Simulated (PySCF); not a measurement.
**Basis-set dependence of excited states**

Cyclopropanone, C₃H₄O.
InChI=1S/C3H4O/c4-3-1-2-3/h1-2H2

TDDFT with PBE0 (PySCF), vertical singlets, core orbitals frozen in the response, spherical d and f functions. Isolated species at its PBE0-D3(BJ)/def2-SVP geometry, gas phase.

Task: How do the low singlets change with the basis? Take 6-31G*, def2-SVP, 6-31+G*, def2-SVPD, aug-cc-pVDZ, def2-TZVP, def2-TZVPD and aug-cc-pVTZ.

Result: 

| basis | functions | diffuse | S1 (eV) | S2 (eV) | S3 (eV) | S4 (eV) | S5 (eV) | LUMO (eV) | α (au) |
| --- | --- | --- | --- | --- | --- | --- | --- | --- | --- |
| 6-31G* | 64 | no | 3.79 | 6.79 | 8.20 | 8.78 | 8.80 | -0.64 | 30.9 |
| def2-SVP | 76 | no | 3.80 | 6.82 | 7.48 | 8.39 | 8.68 | -0.83 | 31.6 |
| 6-31+G* | 80 | yes | 3.78 | 6.21 | 6.70 | 6.71 | 7.09 | -0.98 | 35.5 |
| def2-SVPD | 115 | yes | 3.76 | 6.48 | 6.70 | 7.21 | 7.69 | -1.08 | 37.8 |
| aug-cc-pVDZ | 128 | yes | 3.74 | 5.79 | 6.43 | 6.61 | 6.66 | -1.05 | 38.6 |
| def2-TZVP | 148 | no | 3.77 | 6.71 | 6.85 | 7.60 | 8.25 | -0.97 | 36.4 |
| def2-TZVPD | 187 | yes | 3.75 | 6.06 | 6.67 | 6.78 | 7.13 | -1.05 | 38.7 |
| aug-cc-pVTZ | 276 | yes | 3.75 | 5.81 | 6.43 | 6.60 | 6.67 | -1.06 | 38.8 |

States are compared by their number. Against the largest diffuse basis here (aug-cc-pVTZ, itself not a converged limit), sets without diffuse functions differ by up to 0.05 eV in S1 and 2.13 eV in S5; the smaller diffuse sets differ by up to 0.03 and 1.03 eV. State by state, the largest deviation of a set without diffuse functions is S1 0.05, S2 1.01, S3 1.77, S4 2.18, S5 2.13 eV. The same number needn't mean the same state in each row. Against aug-cc-pVTZ the polarisability deviates by -21% in 6-31G*, -19% in def2-SVP, -9% in 6-31+G*, -3% in def2-SVPD, -1% in aug-cc-pVDZ, -6% in def2-TZVP, 0% in def2-TZVPD. A single + in a Pople set puts diffuse functions on heavy atoms only.
